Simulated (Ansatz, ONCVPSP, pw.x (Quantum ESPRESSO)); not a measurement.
# What a changed setting does to a pw.x run (sc O)

Potential: optimised norm-conserving Vanderbilt (ONCV), ONCVPSP 4.0.1, PBEsol; core [He], reference 2s2 2p4; waves: 2s: rc 0.70 bohr, ncon 4, nbas 9, qcut 10.5 1/bohr, local; 2p: rc 2.05 bohr, ncon 4, nbas 8, qcut 5.2 1/bohr, 2 projectors, debl 3.2 Ha; d scattering state at 0.02 Ha: rc 1.70 bohr, ncon 4, nbas 8, qcut 5.1 1/bohr, 1 projector; local part: the s channel; core correction: Teter function, fcfact 2.25, rcfact 1.8.

The reference run (k-mesh 17³, cutoffs 125/500 Ry, Fermi–Dirac 0.01 Ry, mixing_beta 0.4, conv_thr 1e-9, no spin) gives 0.87 GPa at 7.565 Å³/atom, where all-electron LAPW gives 0.20 GPa. This run, with its own iteration cap, changes k-mesh shift to 1.

```
&control
  calculation='scf', prefix='x', pseudo_dir='./', outdir='./tmp', tstress=.true., disk_io='none'
/
&system
  ibrav=0, nat=1, ntyp=1, ecutwfc=125, ecutrho=500, nbnd=10,
  occupations='smearing', smearing='fd', degauss=0.01
/
&electrons
  conv_thr=1e-09, mixing_beta=0.4, electron_maxstep=50
/
ATOMIC_SPECIES
O 1.0 O.UPF
CELL_PARAMETERS angstrom
  1.96307237 0.00000000 0.00000000
  0.00000000 1.96307237 0.00000000
  0.00000000 0.00000000 1.96307237
ATOMIC_POSITIONS crystal
O 0.0000 0.0000 0.0000
K_POINTS automatic
17 17 17 1 1 1
```

```bash
pw.x < O.scf.in > O.scf.out
```

Task: How does the run end?

Result: It converges in 6 iterations; the free energy moves by -5.9 meV/atom and the pressure by -0.38 GPa.

```
Message from routine setup:
     using ibrav=0 with symmetry is DISCOURAGED, use correct ibrav instead
     lattice parameter (alat)  =       3.7097  a.u.
     unit-cell volume          =      51.0512 (a.u.)^3
     number of electrons       =         6.00
     number of Kohn-Sham states=           10
     kinetic-energy cutoff     =     125.0000  Ry
     charge density cutoff     =     500.0000  Ry
     scf convergence threshold =      1.0E-09
     Exchange-correlation= PBESOL
     number of k points=   165  Fermi-Dirac smearing, width (Ry)=  0.0100
     iteration #  1     ecut=   125.00 Ry     beta= 0.40
     total energy              =     -30.94186615 Ry
     estimated scf accuracy    <       0.00040823 Ry
     iteration #  2     ecut=   125.00 Ry     beta= 0.40
     total energy              =     -30.94195921 Ry
     estimated scf accuracy    <       0.00015390 Ry
     iteration #  3     ecut=   125.00 Ry     beta= 0.40
     total energy              =     -30.94196496 Ry
     estimated scf accuracy    <       0.00000013 Ry
     iteration #  4     ecut=   125.00 Ry     beta= 0.40
     total energy              =     -30.94196502 Ry
     estimated scf accuracy    <       0.00000002 Ry
     iteration #  5     ecut=   125.00 Ry     beta= 0.40
     total energy              =     -30.94196503 Ry
     estimated scf accuracy    <          1.2E-09 Ry
     iteration #  6     ecut=   125.00 Ry     beta= 0.40
     the Fermi energy is     7.0032 ev
!    total energy              =     -30.94196503 Ry
     estimated scf accuracy    <          1.4E-10 Ry
     smearing contrib. (-TS)   =      -0.00222919 Ry
     The total energy is F=E-TS. E is the sum of the following terms:
     one-electron contribution =      -0.35768202 Ry
     hartree contribution      =       4.05282910 Ry
     xc contribution           =      -7.10069985 Ry
     ewald contribution        =     -27.53418306 Ry
     convergence has been achieved in   6 iterations
          total   stress  (Ry/bohr**3)                   (kbar)     P=        4.98
     Message from routine punch:
     Nothing written, as per user request (disk_io='none')
```

The run took about 15 s on one core of a shared host (Intel(R) Xeon(R) Platinum 8375C CPU @ 2.90GHz, 96 threads, 744 GiB, load 34).
